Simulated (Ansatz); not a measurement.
in.yaml

```yaml
crystal:
  periodic: [false, false, false]
  atoms:
    - {symbol: Ta, position_ang: [0.000000, 0.000000, 0.000833]}
    - {symbol: Cl, position_ang: [0.000000, 0.000000, -1.864167]}
    - {symbol: H, position_ang: [0.000000, 0.000000, 1.863333]}
basis:
  gaussian: {orbitals: def2-SVP}
magnetization: {spin_polarized: true, initial_magnetization: 3}
hamiltonian: {xc: {name: PBE0}}
correlation: {method: ccsd, electrons: valence}
```

```sh
$ ansatz run in.yaml --threads 1 --pin off --events-out ev --progress --plain --max-ram 2393MiB
```

Log:

```
528 factors; integrals over basis functions are off by at most 1.1e-3 eV
mean field evaluation 1: about -14075.2498 eV, gradient 1.3e1 eV
mean field evaluation 2: about -14075.3624 eV, gradient 1.3e1 eV
mean field evaluation 4: about -14076.5845 eV, gradient 2.3e0 eV
mean field evaluation 8: about -14076.6238 eV, gradient 1.8e-1 eV
mean field evaluation 16: about -14076.6243 eV, gradient 3.0e-4 eV
mean field evaluation 32: about -14076.5008 eV, gradient 1.3e0 eV
mean field -14076.62426225 eV, -517.3064001592 hartree, gradient 8.7e-6 eV, S^2 3.757249; 4 other end points of the search recorded, 0 dependent functions left out
5 core orbitals not correlated: weight in the atoms' cores, before any rotation towards them, 1.000 or more for the frozen orbitals, at most 0.000 for the correlated occupied ones
reference -14045.39635044 eV, -516.1587955669 hartree; 12, 9 occupied and 38, 41 virtual orbitals, 528 factors
second order -9.79437097 eV of doubles, -0.26629622 eV of singles
cycle   1  -9.80710106 eV  change    2.4e-1 eV  update   8.6e-2
cycle   2  -10.03620786 eV  change   -2.3e-1 eV  update   3.2e-2
cycle   3  -10.09814233 eV  change   -6.2e-2 eV  update   1.1e-2
cycle   4  -10.09867656 eV  change   -5.3e-4 eV  update   4.8e-3
cycle   5  -10.09784015 eV  change    8.4e-4 eV  update   2.4e-3
cycle   6  -10.09815676 eV  change   -3.2e-4 eV  update   8.9e-4
cycle   7  -10.09843853 eV  change   -2.8e-4 eV  update   4.1e-4
cycle   8  -10.09850247 eV  change   -6.4e-5 eV  update   1.7e-4
cycle   9  -10.09845458 eV  change    4.8e-5 eV  update   7.5e-5
cycle  10  -10.09843173 eV  change    2.3e-5 eV  update   2.8e-5
cycle  11  -10.09843829 eV  change   -6.6e-6 eV  update   1.4e-5
Total energy: -14055.49478872 eV, -516.5299063290 hartree
```

Ran on 1 thread of Arm Neoverse V2, shared host: 5.5 s wall, 0.16 GiB peak host memory.
